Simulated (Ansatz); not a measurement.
Crystal: Sb₂O, antifluorite type, 3 atoms in the cell.

Level of theory: PBE, plane waves, PAW datasets (generated soft set 1) in Ansatz.

Cutoff 420 eV; k-mesh 30×30×30 Γ-centred; Fermi–Dirac smearing of 0.0612 eV; no spin polarisation; no spin–orbit coupling.

The fit to the energies gives V₀ = 20.521 Å³/atom (a₀ = 6.268 Å), B₀ = 75.1 GPa, B₀′ = 4.57.

**Question.** What pressure does the program print at V = 20.933 Å³/atom, and how far above the lowest computed point (V = 20.523 Å³/atom) does the energy lie?

**Answer.** -1.43 GPa and 1.88 meV/atom. All points:

```csv
V (Å³/atom),a (Å),E − E(min) (meV/atom),P (GPa)
19.291,6.1402,19.36,5.34
19.702,6.1834,8.26,3.36
20.112,6.2261,1.98,1.58
20.523,6.2681,0.00,-0.01
20.933,6.3097,1.88,-1.43
21.344,6.3506,7.20,-2.70
21.754,6.3911,15.60,-3.84
```

The published all-electron PBE values for this crystal (mean of FLEUR and WIEN2k, k-spacing 0.06 Å⁻¹; Bosoni et al., Nat. Rev. Phys. 6, 45 (2024)) are V₀ = 20.527 Å³/atom, B₀ = 75.1 GPa, B₀′ = 4.55.

The stress includes the program's correction for the finite plane-wave basis.

This cubic structure is a model: it isn't the usual form of the substance at ambient conditions, and such phases are metastable or hypothetical.
